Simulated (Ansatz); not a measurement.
```yaml
crystal:
  periodic: [false, false, false]
  atoms:
    - {symbol: Na, position_ang: [0.043924, 0.066933, 0.085154]}
    - {symbol: F, position_ang: [-1.656606, -1.132945, -0.325982]}
    - {symbol: F, position_ang: [1.820814, 1.134988, 0.310877]}
basis:
  gaussian: {orbitals: def2-mTZVP}
total_charge: -1
magnetization: {spin_polarized: true, initial_magnetization: 0}
hamiltonian: {xc: {name: wPBEh}}
accuracy: high
scf: {lower_state_search: full}
output: {forces: true}
```

```sh
$ ansatz run in.yaml --threads 4 --pin off --events-out ev --progress --plain --max-ram 3916MiB
```

Output, abridged:

```
Functional definition: wPBEh
855 factors; integrals over basis functions are off by at most 2.6e-8 eV
88 factors; integrals over basis functions are off by at most 1.3e-9 eV
mean field evaluation 1: about -9848.3943 eV, gradient 9.1e0 eV
mean field evaluation 2: about -9848.4657 eV, gradient 8.7e0 eV
mean field evaluation 4: about -9848.5735 eV, gradient 2.8e0 eV
mean field evaluation 8: about -9848.5967 eV, gradient 2.7e-2 eV
mean field evaluation 16: about -9848.5967 eV, gradient 1.6e-8 eV
mean field -9848.59669879 eV, -361.9292530618 hartree, gradient 4.1e-8 eV, S^2 0.000000; 0 other end points of the search recorded, 0 dependent functions left out
reference -9848.59670463 eV, -361.9292532765 hartree; 15, 15 occupied and 37, 37 virtual orbitals, 855 factors
Total energy: -9848.59670463 eV, -361.9292532765 hartree
Atom 0 at     0.043924     0.066933     0.085154 Å, force    -0.081574    -0.149216    -0.120350 eV/Å
Atom 1 at    -1.656606    -1.132945    -0.325982 Å, force     0.397791     0.310627     0.129053 eV/Å
Atom 2 at     1.820814     1.134988     0.310877 Å, force    -0.316218    -0.161411    -0.008703 eV/Å
Dipole moment:    -0.043311     0.075770     0.106264 e Å
```

It took 0.95 s on 4 threads of Intel Xeon 6975P-C on a shared host.

The highest occupied level of an anion often lies above zero with these methods, and sets without diffuse functions describe the outer electron poorly.

The dipole of an ion depends on the origin.
